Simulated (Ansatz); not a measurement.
## H4P2, SMILES PP: the energy of protonation at one site, step by step

Computed with Ansatz 0.2.0 through its Python package.

Input file `h4p2.xyz`:
```text
6

P     0.35644   -1.01304   -0.08002
P    -0.35601    1.01310    0.07520
H    -0.48563   -1.48526    0.92761
H    -0.56046   -1.35907   -1.07356
H     0.49210    1.48831   -0.92596
H     0.55355    1.35596    1.07674
```

Notebook, run cell by cell (the value of a cell's last expression is shown):

```python
from dataclasses import dataclass

import ansatz
import numpy as np
```

```python
@dataclass
class Options:
    basis_set: str = '6-31G*'
    functional: str = 'r2SCAN'
    charge: int = 1
    fmax: float = 0.01
```

```python
cfg = Options()

mol = ansatz.Crystal.molecule_from_extxyz('h4p2.xyz')
```

```python
job = (
    mol.calculation()
    .basis(gaussian=cfg.basis_set)
    .functional(cfg.functional)
    .accuracy('medium')
    .scf(lower_state_search='light')
)
symbols = [site.symbol for site in mol.cartesian_sites]
start = np.array([site.position_ang for site in mol.cartesian_sites], dtype=float)
summary = job.relax(force_tolerance=0.01).run().report
end = np.array(summary['positions_ang'])
```

```python
# start the new hydrogen opposite the existing bonds
away = sum((end[0] - end[j]) / np.linalg.norm(end[0] - end[j]) for j in [1, 2, 3]) + np.array([0.15, 0.1, -0.2])
proton = end[0] + 1.4 * away / np.linalg.norm(away)
acid = ansatz.Crystal.molecule()
for symbol, place in zip(symbols, end):
    acid = acid.atom(symbol, place.tolist())
acid = acid.atom('H', proton.tolist())
protonated = (
    acid.calculation()
    .basis(gaussian=cfg.basis_set)
    .functional(cfg.functional)
    .accuracy('medium')
    .scf(lower_state_search='light')
    .charge(cfg.charge)
    .relax(force_tolerance=cfg.fmax, max_steps=80)
)
after = protonated.run().report
xyz = np.array(after['positions_ang'])
reach = np.linalg.norm(xyz[:-1] - xyz[-1], axis=1)
print(f'base {summary["free_energy_ev"]:.5f} eV, protonated {after["free_energy_ev"]:.5f} eV')
print(f'the proton ends {reach.min():.3f} A from {symbols[reach.argmin()]}{reach.argmin()}')
print(f'electronic proton affinity {23.060548 * (summary["free_energy_ev"] - after["free_energy_ev"]):.1f} kcal/mol')
```

    base -18639.73487 eV, protonated -18648.45782 eV
    the proton ends 1.407 A from P0
    electronic proton affinity 201.2 kcal/mol

What to keep in mind:
- These settings explore the input space; basis and method may be short of convergence.
- The proton is put on one chosen atom, which needn't be the most basic site, so the molecule's proton affinity can be higher; the ends are stationary points, not checked by frequencies, and zero-point and thermal terms count only where printed.
- Run time: 27 s on 1 thread of Arm Neoverse V1, with other jobs on the host, peak memory 0.18 GiB.
